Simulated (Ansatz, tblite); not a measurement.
Cost and result up the ladder for Si₂Cl (3 atoms). Total charge 0; doublet. Geometry: r2SCAN-D4/def2-TZVP.

```xyz
3

Si    0.032   -0.003   -0.004
Si   -2.082    0.182    0.247
Cl    2.050   -0.179   -0.243
```

Ansatz on 4 threads of Arm Neoverse V1 on a shared host; xTB runs through tblite on one thread. Times are rough, summed over both states, and most runs start from the orbitals of an earlier one. PBE-QIDH/def2-TZVP serves as the yardstick here, not as an exact answer. The other state is a quartet at its own geometry.

The xTB rows come from tblite. LC-ωPBE has ω = 0.4 bohr⁻¹. B3LYP takes the VWN-RPA correlation. HSE06 is defined as in plane-wave codes, on full-range PBE exchange. Correlated methods freeze 15 core orbitals. In CCSD on the charge 0 doublet the largest single amplitude is 0.23, so its Hartree–Fock determinant may place the open shell otherwise than the density functionals do. The structure comes from a short search, and lower isomers may exist.

Run but left out: HF/def2-TZVP, HF/def2-TZVPP, MP2/def2-TZVP, MP2/def2-TZVPP (doublet: ⟨S²⟩ 1.16, where a pure state has 0.75).

Correlated methods converge slowly with the basis.

xTB has no spin-polarisation term.

| level | functions | quartet − doublet (eV) | difference from PBE-QIDH/def2-TZVP (eV) | remarks |
| --- | --- | --- | --- | --- |
| PBE-D4/def2-TZVP | 111 | 0.20 | 0.06 | – |
| CCSD(T)/def2-TZVPP | 126 | 0.21 | 0.07 | large T1 (0.063) (doublet), spin-contaminated (⟨S²⟩ 1.16) (doublet) |
| LC-ωPBE/def2-TZVP | 111 | -0.01 | -0.15 | – |
| CAM-B3LYP-D4/def2-TZVP | 111 | 0.11 | -0.03 | – |
| GFN1-xTB | 27 | 1.25 | 1.11 | – |
| PBE0-D4/def2-TZVP | 111 | 0.11 | -0.03 | – |
| RPA@PBE/def2-TZVP | 111 | 0.27 | 0.13 | – |
| B3LYP-D4/def2-TZVP | 111 | 0.17 | 0.03 | – |
| HSE06-D4/def2-TZVP | 111 | 0.12 | -0.02 | – |
| PBE-QIDH/def2-TZVP | 111 | 0.14 | 0.00 | – |
| GFN2-xTB | 27 | 0.93 | 0.79 | – |

Question: Estimate how long each takes.

Answer: GFN1-xTB 0.006 s; GFN2-xTB 0.008 s; RPA@PBE/def2-TZVP 4.5 s; PBE-D4/def2-TZVP 5.6 s; B3LYP-D4/def2-TZVP 8.5 s; HSE06-D4/def2-TZVP 9.1 s; LC-ωPBE/def2-TZVP 9.6 s; CAM-B3LYP-D4/def2-TZVP 9.8 s; PBE-QIDH/def2-TZVP 13 s; CCSD(T)/def2-TZVPP 13 s; PBE0-D4/def2-TZVP 14 s. On shared hardware such times vary by a factor of up to 3.
